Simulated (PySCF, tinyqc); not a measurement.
Worked calculation (part 1 of 2): LCCD on RHF in the sto-3g basis, for CH2, spin multiplicity 1. The lowest restricted solution is unstable here: a spin-polarised one lies 0.0323 hartree lower (PySCF). Computed by tinyqc, a small Python program that keeps every step (integrals from PySCF). Settings: charge = 0, multiplicity = 1, basis = sto-3g, method = RHF, energy threshold = 1e-10, iteration cap = 54, orthogonalisation = canonical, start = Wolfsberg-Helmholz matrix, DIIS depth = 6, amplitude equations = LCCD, DIIS depth for amplitudes = 6, cap on updates = 85. Command: `OMP_NUM_THREADS=1 python tinyqc.py 26013 26014 out.jsonl` (the two numbers bound the seeds that draw the settings). One thread of a shared host (Intel(R) Xeon(R) Processor @ 2.60GHz), about 0.09 s of CPU time with the checks. Later iterations appear only in the table of the cycle.

## One-electron integrals

Geometry (angstrom):
```
atom        x         y        z
C     0.00000   0.00000  0.00000
H     0.00000   0.86300  0.63000
H     0.00000  -0.86300  0.63000
```

Basis sto-3g: exponents (1/bohr^2) and contraction coefficients of normalised primitives:
```
element  l (shell)  exponent  coefficient
C            s (1)  71.61684      0.15433
C            s (1)  13.04510      0.53533
C            s (1)   3.53051      0.44463
C            s (2)   2.94125     -0.09997
C            s (2)   0.68348      0.39951
C            s (2)   0.22229      0.70012
C            p (3)   2.94125      0.15592
C            p (3)   0.68348      0.60768
C            p (3)   0.22229      0.39196
H            s (1)   3.42525      0.15433
H            s (1)   0.62391      0.53533
H            s (1)   0.16886      0.44463
```

Overlap, kinetic and nuclear-attraction integrals over the contracted functions; the nuclear repulsion is the sum of Za Zb / Rab.

nuclear repulsion = 6.2496812 hartree

overlap S, order 1C 1s, 1C 2s, 1C 2px, 1C 2py, 1C 2pz, 2H 1s, 3H 1s:
```
[[1.00000, 0.24836, 0.00000, 0.00000, 0.00000, 0.06548, 0.06548],
 [0.24836, 1.00000, 0.00000, 0.00000, 0.00000, 0.50320, 0.50320],
 [0.00000, 0.00000, 1.00000, 0.00000, 0.00000, 0.00000, 0.00000],
 [0.00000, 0.00000, 0.00000, 1.00000, 0.00000, 0.38329, -0.38329],
 [0.00000, 0.00000, 0.00000, 0.00000, 1.00000, 0.27980, 0.27980],
 [0.06548, 0.50320, 0.00000, 0.38329, 0.27980, 1.00000, 0.18389],
 [0.06548, 0.50320, 0.00000, -0.38329, 0.27980, 0.18389, 1.00000]]
```

kinetic energy T (hartree), order 1C 1s, 1C 2s, 1C 2px, 1C 2py, 1C 2pz, 2H 1s, 3H 1s:
```
[[15.89112, -0.08589, 0.00000, 0.00000, 0.00000, -0.00967, -0.00967],
 [-0.08589, 0.47225, 0.00000, 0.00000, 0.00000, 0.11402, 0.11402],
 [0.00000, 0.00000, 1.47773, 0.00000, 0.00000, 0.00000, 0.00000],
 [0.00000, 0.00000, 0.00000, 1.47773, 0.00000, 0.22177, -0.22177],
 [0.00000, 0.00000, 0.00000, 0.00000, 1.47773, 0.16190, 0.16190],
 [-0.00967, 0.11402, 0.00000, 0.22177, 0.16190, 0.76003, -0.00369],
 [-0.00967, 0.11402, 0.00000, -0.22177, 0.16190, -0.00369, 0.76003]]
```

nuclear attraction V (hartree), order 1C 1s, 1C 2s, 1C 2px, 1C 2py, 1C 2pz, 2H 1s, 3H 1s:
```
[[-34.64326, -4.43824, 0.00000, 0.00000, -0.02078, -1.19482, -1.19482],
 [-4.43824, -6.14961, 0.00000, 0.00000, -0.20990, -2.67808, -2.67808],
 [0.00000, 0.00000, -6.01994, 0.00000, 0.00000, 0.00000, 0.00000],
 [0.00000, 0.00000, 0.00000, -6.19225, 0.00000, -1.88728, 1.88728],
 [-0.02078, -0.20990, 0.00000, 0.00000, -6.11177, -1.43612, -1.43612],
 [-1.19482, -2.67808, 0.00000, -1.88728, -1.43612, -4.43455, -0.88597],
 [-1.19482, -2.67808, 0.00000, 1.88728, -1.43612, -0.88597, -4.43455]]
```

core Hamiltonian H = T + V (hartree), order 1C 1s, 1C 2s, 1C 2px, 1C 2py, 1C 2pz, 2H 1s, 3H 1s:
```
[[-18.75213, -4.52413, 0.00000, 0.00000, -0.02078, -1.20449, -1.20449],
 [-4.52413, -5.67736, 0.00000, 0.00000, -0.20990, -2.56406, -2.56406],
 [0.00000, 0.00000, -4.54221, 0.00000, 0.00000, 0.00000, 0.00000],
 [0.00000, 0.00000, 0.00000, -4.71452, 0.00000, -1.66551, 1.66551],
 [-0.02078, -0.20990, 0.00000, 0.00000, -4.63404, -1.27423, -1.27423],
 [-1.20449, -2.56406, 0.00000, -1.66551, -1.27423, -3.67452, -0.88966],
 [-1.20449, -2.56406, 0.00000, 1.66551, -1.27423, -0.88966, -3.67452]]
```

## Two-electron integrals

Functions are numbered as in S; the eight-fold symmetry (ij|kl) = (ji|kl) = (kl|ij) leaves the list below.

Two-electron integrals (ij|kl) in chemists' order, unique and non-zero (hartree):
```
(11|11) 3.54195    (21|11) 0.57692    (21|21) 0.11189    (22|11) 0.85468
(22|21) 0.20528    (22|22) 0.62471    (31|31) 0.02030    (32|31) 0.03086
(32|32) 0.13800    (33|11) 0.85244    (33|21) 0.20534    (33|22) 0.62457
(33|33) 0.67283    (41|41) 0.02030    (42|41) 0.03086    (42|42) 0.13800
(43|43) 0.03627    (44|11) 0.85244    (44|21) 0.20534    (44|22) 0.62457
(44|33) 0.60030    (44|44) 0.67283    (51|51) 0.02030    (52|51) 0.03086
(52|52) 0.13800    (53|53) 0.03627    (54|54) 0.03627    (55|11) 0.85244
(55|21) 0.20534    (55|22) 0.62457    (55|33) 0.60030    (55|44) 0.60030
(55|55) 0.67283    (61|11) 0.15351    (61|21) 0.02957    (61|22) 0.05406
(61|33) 0.05388    (61|41) 0.00147    (61|42) 0.00272    (61|44) 0.05425
(61|51) 0.00107    (61|52) 0.00199    (61|54) 0.00027    (61|55) 0.05408
(61|61) 0.00799    (62|11) 0.34382    (62|21) 0.08356    (62|22) 0.27695
(62|33) 0.27055    (62|41) 0.00642    (62|42) 0.04290    (62|44) 0.28291
(62|51) 0.00469    (62|52) 0.03132    (62|54) 0.00902    (62|55) 0.27714
(62|61) 0.02299    (62|62) 0.15672    (63|31) 0.00880    (63|32) 0.04543
(63|43) 0.00856    (63|53) 0.00625    (63|63) 0.02008    (64|11) 0.22908
(64|21) 0.05643    (64|22) 0.19832    (64|33) 0.18827    (64|41) 0.01260
(64|42) 0.07415    (64|44) 0.21376    (64|51) 0.00278    (64|52) 0.02097
(64|54) 0.01236    (64|55) 0.19273    (64|61) 0.01631    (64|62) 0.13348
(64|64) 0.13172    (65|11) 0.16723    (65|21) 0.04119    (65|22) 0.14478
(65|33) 0.13744    (65|41) 0.00278    (65|42) 0.02097    (65|44) 0.14355
(65|51) 0.01082    (65|52) 0.06074    (65|54) 0.01302    (65|55) 0.15319
(65|61) 0.01191    (65|62) 0.09744    (65|64) 0.08150    (65|65) 0.07958
(66|11) 0.48282    (66|21) 0.11937    (66|22) 0.44727    (66|33) 0.42339
(66|41) 0.01211    (66|42) 0.10638    (66|44) 0.46981    (66|51) 0.00884
(66|52) 0.07766    (66|54) 0.03389    (66|55) 0.44813    (66|61) 0.03341
(66|62) 0.31228    (66|64) 0.29468    (66|65) 0.21512    (66|66) 0.77461
(71|11) 0.15351    (71|21) 0.02957    (71|22) 0.05406    (71|33) 0.05388
(71|41) -0.00147   (71|42) -0.00272   (71|44) 0.05425    (71|51) 0.00107
(71|52) 0.00199    (71|54) -0.00027   (71|55) 0.05408    (71|61) 0.00776
(71|62) 0.02172    (71|64) 0.01390    (71|65) 0.01126    (71|66) 0.03088
(71|71) 0.00799    (72|11) 0.34382    (72|21) 0.08356    (72|22) 0.27695
(72|33) 0.27055    (72|41) -0.00642   (72|42) -0.04290   (72|44) 0.28291
(72|51) 0.00469    (72|52) 0.03132    (72|54) -0.00902   (72|55) 0.27714
(72|61) 0.02172    (72|62) 0.11785    (72|64) 0.07101    (72|65) 0.07138
(72|66) 0.18818    (72|71) 0.02299    (72|72) 0.15672    (73|31) 0.00880
(73|32) 0.04543    (73|43) -0.00856   (73|53) 0.00625    (73|63) 0.01431
(73|73) 0.02008    (74|11) -0.22908   (74|21) -0.05643   (74|22) -0.19832
(74|33) -0.18827   (74|41) 0.01260    (74|42) 0.07415    (74|44) -0.21376
(74|51) -0.00278   (74|52) -0.02097   (74|54) 0.01236    (74|55) -0.19273
(74|61) -0.01390   (74|62) -0.07101   (74|64) -0.02951   (74|65) -0.04207
(74|66) -0.10224   (74|71) -0.01631   (74|72) -0.13348   (74|74) 0.13172
(75|11) 0.16723    (75|21) 0.04119    (75|22) 0.14478    (75|33) 0.13744
(75|41) -0.00278   (75|42) -0.02097   (75|44) 0.14355    (75|51) 0.01082
(75|52) 0.06074    (75|54) -0.01302   (75|55) 0.15319    (75|61) 0.01126
(75|62) 0.07138    (75|64) 0.04207    (75|65) 0.05666    (75|66) 0.12175
(75|71) 0.01191    (75|72) 0.09744    (75|74) -0.08150   (75|75) 0.07958
(76|11) 0.11015    (76|21) 0.02690    (76|22) 0.09300    (76|33) 0.09031
(76|44) 0.09281    (76|51) 0.00245    (76|52) 0.01769    (76|55) 0.09580
(76|61) 0.00726    (76|62) 0.04873    (76|64) 0.03572    (76|65) 0.03325
(76|66) 0.09261    (76|71) 0.00726    (76|72) 0.04873    (76|74) -0.03572
(76|75) 0.03325    (76|76) 0.01831    (77|11) 0.48282    (77|21) 0.11937
(77|22) 0.44727    (77|33) 0.42339    (77|41) -0.01211   (77|42) -0.10638
(77|44) 0.46981    (77|51) 0.00884    (77|52) 0.07766    (77|54) -0.03389
(77|55) 0.44813    (77|61) 0.03088    (77|62) 0.18818    (77|64) 0.10224
(77|65) 0.12175    (77|66) 0.30380    (77|71) 0.03341    (77|72) 0.31228
(77|74) -0.29468   (77|75) 0.21512    (77|76) 0.09261    (77|77) 0.77461
```

## Orthogonalisation

S = U s U^T; canonical form X = U s^(-1/2), so that X^T S X = 1. Each column of U has its largest component positive (the first on a tie).

eigenvalues of S: [0.25808, 0.35827, 0.86521, 1.00000, 1.10060, 1.45785, 1.95999]

X, order 1C 1s, 1C 2s, 1C 2px, 1C 2py, 1C 2pz, 2H 1s, 3H 1s:
```
[[-0.28081, 0.00000, 0.78574, 0.00000, -0.60005, 0.00000, 0.15844],
 [1.31256, 0.00000, -0.34882, 0.00000, -0.30507, 0.00000, 0.42117],
 [0.00000, 0.00000, 0.00000, 1.00000, 0.00000, 0.00000, 0.00000],
 [0.00000, 1.07806, 0.00000, 0.00000, 0.00000, 0.63271, 0.00000],
 [0.67758, 0.00000, 0.61107, 0.00000, 0.65407, 0.00000, 0.21140],
 [-0.89833, -0.90250, -0.14719, 0.00000, 0.11759, 0.37790, 0.36265],
 [-0.89833, 0.90250, -0.14719, 0.00000, 0.11759, -0.37790, 0.36265]]
```

## Starting guess

The start is the generalised Wolfsberg-Helmholz matrix (K = 1.75) built on H; D = 2 C_occ C_occ^T.

D at the start, order 1C 1s, 1C 2s, 1C 2px, 1C 2py, 1C 2pz, 2H 1s, 3H 1s:
```
[[2.06302, -0.21683, 0.00000, 0.00000, 0.15355, -0.17008, -0.17008],
 [-0.21683, 0.98593, 0.00000, 0.00000, -0.53230, 0.35646, 0.35646],
 [0.00000, 0.00000, 0.00000, 0.00000, 0.00000, 0.00000, 0.00000],
 [0.00000, 0.00000, 0.00000, 1.05105, 0.00000, 0.43089, -0.43089],
 [0.15355, -0.53230, 0.00000, 0.00000, 1.75677, 0.12962, 0.12962],
 [-0.17008, 0.35646, 0.00000, 0.43089, 0.12962, 0.38105, 0.02775],
 [-0.17008, 0.35646, 0.00000, -0.43089, 0.12962, 0.02775, 0.38105]]
```

## Iteration 1: building the Fock matrix

J_ij = sum D_kl (ij|kl), K_ij = sum D_kl (ik|jl); F = H + J - 0.5 K; E = tr D H + tr D J / 2 - 0.25 tr D K + E_nn.

Coulomb J (hartree), order 1C 1s, 1C 2s, 1C 2px, 1C 2py, 1C 2pz, 2H 1s, 3H 1s:
```
[[11.53448, 2.23074, 0.00000, 0.00000, -0.00339, 0.59088, 0.59088],
 [2.23074, 5.16482, 0.00000, 0.00000, 0.03367, 2.29238, 2.29238],
 [0.00000, 0.00000, 5.04339, 0.00000, 0.00000, 0.00000, 0.00000],
 [0.00000, 0.00000, 0.00000, 5.21963, 0.00000, 1.64516, -1.64516],
 [-0.00339, 0.03367, 0.00000, 0.00000, 5.21510, 1.21304, 1.21304],
 [0.59088, 2.29238, 0.00000, 1.64516, 1.21304, 3.76675, 0.76999],
 [0.59088, 2.29238, 0.00000, -1.64516, 1.21304, 0.76999, 3.76675]]
```

exchange K (hartree), order 1C 1s, 1C 2s, 1C 2px, 1C 2py, 1C 2pz, 2H 1s, 3H 1s:
```
[[7.17157, 1.26910, 0.00000, 0.00000, 0.01097, 0.34362, 0.34362],
 [1.26910, 1.69940, 0.00000, 0.00000, -0.06805, 0.91086, 0.91086],
 [0.00000, 0.00000, 0.35927, 0.00000, 0.00000, 0.00000, 0.00000],
 [0.00000, 0.00000, 0.00000, 1.50618, 0.00000, 0.67139, -0.67139],
 [0.01097, -0.06805, 0.00000, 0.00000, 1.62958, 0.45090, 0.45090],
 [0.34362, 0.91086, 0.00000, 0.67139, 0.45090, 1.17758, 0.33708],
 [0.34362, 0.91086, 0.00000, -0.67139, 0.45090, 0.33708, 1.17758]]
```

Fock matrix F (hartree), order 1C 1s, 1C 2s, 1C 2px, 1C 2py, 1C 2pz, 2H 1s, 3H 1s:
```
[[-10.80344, -2.92793, 0.00000, 0.00000, -0.02966, -0.78543, -0.78543],
 [-2.92793, -1.36223, 0.00000, 0.00000, -0.14220, -0.72711, -0.72711],
 [0.00000, 0.00000, 0.32155, 0.00000, 0.00000, 0.00000, 0.00000],
 [0.00000, 0.00000, 0.00000, -0.24799, 0.00000, -0.35605, 0.35605],
 [-0.02966, -0.14220, 0.00000, 0.00000, -0.23373, -0.28663, -0.28663],
 [-0.78543, -0.72711, 0.00000, -0.35605, -0.28663, -0.49656, -0.28821],
 [-0.78543, -0.72711, 0.00000, 0.35605, -0.28663, -0.28821, -0.49656]]
```

total energy of this density = -38.2340049 hartree

## Iteration 1: diagonalisation and new density

Diagonalise F' = X^T F X, C = X C', fill 4 alpha and 4 beta electrons from the bottom; D = 2 C_occ C_occ^T. Each column has its largest component positive (the first on a tie).

F' = X^T F X (hartree):
```
[[0.67874, 0.00000, 0.54648, 0.00000, -0.35938, 0.00000, 0.07092],
 [0.00000, 0.75806, 0.00000, 0.00000, 0.00000, 0.08947, 0.00000],
 [0.54648, 0.00000, -5.00261, 0.00000, 4.75047, 0.00000, -2.17830],
 [0.00000, 0.00000, 0.00000, 0.32155, 0.00000, 0.00000, 0.00000],
 [-0.35938, 0.00000, 4.75047, 0.00000, -4.89249, 0.00000, 2.20623],
 [0.00000, 0.08947, 0.00000, 0.00000, 0.00000, -0.49931, 0.00000],
 [0.07092, 0.00000, -2.17830, 0.00000, 2.20623, 0.00000, -1.86039]]
```

orbital energies (hartree): [-10.81074, -0.79988, -0.50565, -0.20960, 0.32155, 0.74348, 0.76440]

coefficients C, order 1C 1s, 1C 2s, 1C 2px, 1C 2py, 1C 2pz, 2H 1s, 3H 1s:
```
[[0.99224, -0.20321, 0.00000, 0.13683, 0.00000, -0.19194, 0.00000],
 [0.03457, 0.57526, 0.00000, -0.58181, 0.00000, 1.20180, 0.00000],
 [0.00000, 0.00000, 0.00000, 0.00000, 1.00000, 0.00000, 0.00000],
 [0.00000, 0.00000, 0.55499, 0.00000, 0.00000, 0.00000, 1.12006],
 [0.00788, 0.20298, 0.00000, 0.81915, 0.00000, 0.76990, 0.00000],
 [-0.00896, 0.31151, 0.44070, 0.12920, 0.00000, -0.92746, -0.87355],
 [-0.00896, 0.31151, -0.44070, 0.12920, 0.00000, -0.92746, 0.87355]]
```

D after iteration 1, order 1C 1s, 1C 2s, 1C 2px, 1C 2py, 1C 2pz, 2H 1s, 3H 1s:
```
[[2.08912, -0.32441, 0.00000, 0.00000, 0.15732, -0.10902, -0.10902],
 [-0.32441, 1.34125, 0.00000, 0.00000, -0.71911, 0.20744, 0.20744],
 [0.00000, 0.00000, 0.00000, 0.00000, 0.00000, 0.00000, 0.00000],
 [0.00000, 0.00000, 0.00000, 0.61604, 0.00000, 0.48917, -0.48917],
 [0.15732, -0.71911, 0.00000, 0.00000, 1.42455, 0.33799, 0.33799],
 [-0.10902, 0.20744, 0.00000, 0.48917, 0.33799, 0.61605, -0.16080],
 [-0.10902, 0.20744, 0.00000, -0.48917, 0.33799, -0.16080, 0.61605]]
```

## Iteration 7 (converged): orbitals

converged F (hartree), order 1C 1s, 1C 2s, 1C 2px, 1C 2py, 1C 2pz, 2H 1s, 3H 1s:
```
[[-10.99701, -2.95661, 0.00000, 0.00000, -0.02764, -0.79491, -0.79491],
 [-2.95661, -1.46790, 0.00000, 0.00000, -0.11143, -0.74362, -0.74362],
 [0.00000, 0.00000, 0.22553, 0.00000, 0.00000, 0.00000, 0.00000],
 [0.00000, 0.00000, 0.00000, -0.25271, 0.00000, -0.36575, 0.36575],
 [-0.02764, -0.11143, 0.00000, 0.00000, -0.27342, -0.30419, -0.30419],
 [-0.79491, -0.74362, 0.00000, -0.36575, -0.30419, -0.52421, -0.27795],
 [-0.79491, -0.74362, 0.00000, 0.36575, -0.30419, -0.27795, -0.52421]]
```

As before.

F' = X^T F X (hartree):
```
[[0.62132, 0.00000, 0.63370, 0.00000, -0.33051, 0.00000, 0.04105],
 [0.00000, 0.72855, 0.00000, 0.00000, 0.00000, 0.11529, 0.00000],
 [0.63370, 0.00000, -5.13869, 0.00000, 4.80093, 0.00000, -2.19728],
 [0.00000, 0.00000, 0.00000, 0.22553, 0.00000, 0.00000, 0.00000],
 [-0.33051, 0.00000, 4.80093, 0.00000, -5.01421, 0.00000, 2.24291],
 [0.00000, 0.11529, 0.00000, 0.00000, 0.00000, -0.52131, 0.00000],
 [0.04105, 0.00000, -2.19728, 0.00000, 2.24291, 0.00000, -1.90620]]
```

orbital energies (hartree): [-11.00307, -0.85127, -0.53185, -0.30627, 0.22553, 0.72282, 0.73910]

coefficients C, order 1C 1s, 1C 2s, 1C 2px, 1C 2py, 1C 2pz, 2H 1s, 3H 1s:
```
[[0.99298, -0.21538, 0.00000, 0.13531, 0.00000, -0.17517, 0.00000],
 [0.03118, 0.64665, 0.00000, -0.62181, 0.00000, 1.14419, 0.00000],
 [0.00000, 0.00000, 0.00000, 0.00000, 1.00000, 0.00000, 0.00000],
 [0.00000, 0.00000, 0.53188, 0.00000, 0.00000, 0.00000, 1.13122],
 [0.00689, 0.17700, 0.00000, 0.77836, 0.00000, 0.81719, 0.00000],
 [-0.00775, 0.27403, 0.45853, 0.20850, 0.00000, -0.92487, -0.86432],
 [-0.00775, 0.27403, -0.45853, 0.20850, 0.00000, -0.92487, 0.86432]]
```

D after iteration 7, order 1C 1s, 1C 2s, 1C 2px, 1C 2py, 1C 2pz, 2H 1s, 3H 1s:
```
[[2.10143, -0.38489, 0.00000, 0.00000, 0.14807, -0.07701, -0.07701],
 [-0.38489, 1.61155, 0.00000, 0.00000, -0.73863, 0.09463, 0.09463],
 [0.00000, 0.00000, 0.00000, 0.00000, 0.00000, 0.00000, 0.00000],
 [0.00000, 0.00000, 0.00000, 0.56580, 0.00000, 0.48778, -0.48778],
 [0.14807, -0.73863, 0.00000, 0.00000, 1.27442, 0.42147, 0.42147],
 [-0.07701, 0.09463, 0.00000, 0.48778, 0.42147, 0.65776, -0.18326],
 [-0.07701, 0.09463, 0.00000, -0.48778, 0.42147, -0.18326, 0.65776]]
```

## Convergence

Stop when the energy changes by less than 1e-10 hartree and every element of the error matrix X^T (F D S - S D F) X is below 3e-06.

Course of the cycle:
```
iteration  E (hartree)     change  largest element of the error matrix
1          -38.2340049          -                             3.96e-01
2          -38.3579804  -1.24e-01                             9.90e-02
3          -38.3660201  -8.04e-03                             2.02e-02
4          -38.3665229  -5.03e-04                             2.22e-03
5          -38.3665318  -8.86e-06                             6.07e-05
6          -38.3665318  -3.00e-09                             4.53e-07
7          -38.3665318  -1.78e-13                             2.59e-09
```

PySCF RHF in the same basis = -38.3665318 hartree

Converged in 7 iterations.

## Populations, bond orders and dipole

Mulliken: Z minus the diagonal of D S on the atom; Loewdin: the same with S^(1/2) D S^(1/2); Mayer order: 2 sum_s sum (D(s) S)_ij (D(s) S)_ji over the two atoms.

Charges (e):
```
atom  Mulliken   Loewdin
1C    -0.05695  -0.00648
2H     0.02847   0.00324
3H     0.02847   0.00324
```

Mayer bond orders:
```
pair    order
2-1   0.99131
3-1   0.99131
3-2   0.00788
```

dipole moment about the origin, x y z (debye): [0.00000, 0.00000, 1.62829]
